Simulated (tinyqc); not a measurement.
Ways to converge the cycle: SCF convergence aids in the sto-6g basis, for LiH+, spin multiplicity 2. Computed by the program tinyqc with PySCF. UHF with one setting changed at a time; a run stops when the energy changes by less than 1e-09 hartree and the error matrix is below 1e-5. The start is the core Hamiltonian. Damping d keeps d of the old density; a shift (hartree) raises the virtual levels; DIIS n extrapolates F over n matrices.

Geometry (angstrom):
```
atom       x       y       z
Li    0.0000  0.0000  0.0000
H     0.0000  0.0000  1.9440
```

lowest solution found by these runs and by PySCF with stability checks = -7.711443 hartree

Largest element of the error matrix X^T (FDS - SDF) X:
```
iteration    plain  damping 0.3  damping 0.6  shift 0.4   DIIS 3   DIIS 8
1          1.2e-01      1.2e-01      1.2e-01    1.2e-01  1.2e-01  1.2e-01
2          4.1e-02      5.9e-02      7.8e-02    6.2e-02  4.1e-02  4.1e-02
3          1.7e-02      3.4e-02      5.9e-02    3.8e-02  1.1e-02  1.1e-02
4          6.9e-03      2.0e-02      4.4e-02    2.4e-02  2.1e-04  2.1e-04
5          2.8e-03      1.2e-02      3.4e-02    1.5e-02  4.4e-05  3.4e-05
6          1.1e-03      6.8e-03      2.5e-02    9.4e-03  2.7e-06  1.8e-06
8          1.9e-04      2.3e-03      1.5e-02    3.6e-03        -        -
10         3.0e-05      8.0e-04      8.5e-03    1.4e-03        -        -
14               -      9.3e-05      2.9e-03    2.0e-04        -        -
20               -      3.6e-06      5.7e-04    1.1e-05        -        -
30               -            -      3.8e-05          -        -        -
```

How each run ends:
```
run          iterations  E (hartree)         state
plain                12     -7.71144  lowest found
damping 0.3          20     -7.71144  lowest found
damping 0.6          38     -7.71144  lowest found
shift 0.4            21     -7.71144  lowest found
DIIS 3                7     -7.71144  lowest found
DIIS 8                7     -7.71144  lowest found
```

What does the comparison show, and why?

6 of 6 runs reach the lowest solution found, in 7 to 38 iterations (fastest: DIIS 3, DIIS 8). Plain steps already contract here, so damping only slows them. DIIS 3 and DIIS 8 gain by cancelling the error over several earlier matrices, much as a quasi-Newton step does.
